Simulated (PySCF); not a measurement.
# Towards the basis-set limit for BP⁺

State: ⁴Σ⁻, quartet, unpaired electrons σ ↑, π ↑↑. De refers to B⁺ + P. ROHF-based CCSD(T) in PySCF 2.14 with B cc-pVTZ, P cc-pV(T+d)Z and B cc-pVQZ, P cc-pV(Q+d)Z (frozen core orbitals: 6; no relativity). Correlation energies are extrapolated as n⁻³ (n = 3, 4), Hartree–Fock as (n+1)·exp(−9√n). CV is the change on freezing 1 orbitals instead, in B cc-pwCVTZ, P cc-pwCVTZ. SR is the spin-free X2C energy in B cc-pVTZ-DK, P cc-pVTZ-DK less the non-relativistic one in B cc-pVTZ, P cc-pVTZ.

```json
{"Level": "CCSD(T)/TZ", "Re (Å)": "1.8749", "ωe (cm⁻¹)": "699.2", "ωexe (cm⁻¹)": "10.1", "αe (cm⁻¹)": "0.00864", "De (eV)": "2.067"}
{"Level": "CCSD(T)/QZ", "Re (Å)": "1.8659", "ωe (cm⁻¹)": "714.3", "ωexe (cm⁻¹)": "9.82", "αe (cm⁻¹)": "0.00843", "De (eV)": "2.151"}
{"Level": "HF/CBS", "Re (Å)": "1.8199", "ωe (cm⁻¹)": "816.6", "ωexe (cm⁻¹)": "11.2", "αe (cm⁻¹)": "0.00805", "De (eV)": "1.795"}
{"Level": "MP2/CBS", "Re (Å)": "1.8357", "ωe (cm⁻¹)": "811", "ωexe (cm⁻¹)": "n/a", "αe (cm⁻¹)": "n/a", "De (eV)": "2.412"}
{"Level": "CCSD/CBS", "Re (Å)": "1.8497", "ωe (cm⁻¹)": "738.1", "ωexe (cm⁻¹)": "11.5", "αe (cm⁻¹)": "0.00891", "De (eV)": "2.048"}
{"Level": "CCSD(T)/CBS", "Re (Å)": "1.8605", "ωe (cm⁻¹)": "724.6", "ωexe (cm⁻¹)": "9.70", "αe (cm⁻¹)": "0.00828", "De (eV)": "2.202"}
{"Level": "CCSD(T)/CBS+CV", "Re (Å)": "1.8541", "ωe (cm⁻¹)": "732.3", "ωexe (cm⁻¹)": "9.59", "αe (cm⁻¹)": "0.00823", "De (eV)": "2.250"}
{"Level": "CCSD(T)/CBS+CV+SR", "Re (Å)": "1.8542", "ωe (cm⁻¹)": "730.7", "ωexe (cm⁻¹)": "9.56", "αe (cm⁻¹)": "0.00824", "De (eV)": "2.250"}
```

Question: How much is left between CCSD(T)/QZ and the basis-set limit, and how much do the triples give at the limit?

Answer: CCSD(T)/CBS less CCSD(T)/QZ: -5.4 mÅ in Re, +10.3 cm⁻¹ in ωe and +0.051 eV in De. CCSD(T)/CBS less CCSD/CBS: +10.8 mÅ in Re, -13.5 cm⁻¹ in ωe and +0.154 eV in De.

Question: What do the later terms add?

Answer: CV: -6.4 mÅ in Re, +7.7 cm⁻¹ in ωe and +0.048 eV in De; SR: +0.1 mÅ in Re, -1.6 cm⁻¹ in ωe and +0.000 eV in De, each against the row above.

The T1 diagnostic is 0.034. The state was picked by a PBE0 search and need not be the measured ground state. Spin–orbit coupling, excitations beyond (T) and corrections to the Born–Oppenheimer picture are left out.

The whole job (state search and all basis sets along the bond) took about 16 min on 4 threads of Arm Neoverse V2 (shared host), peak memory 9.3 GiB.
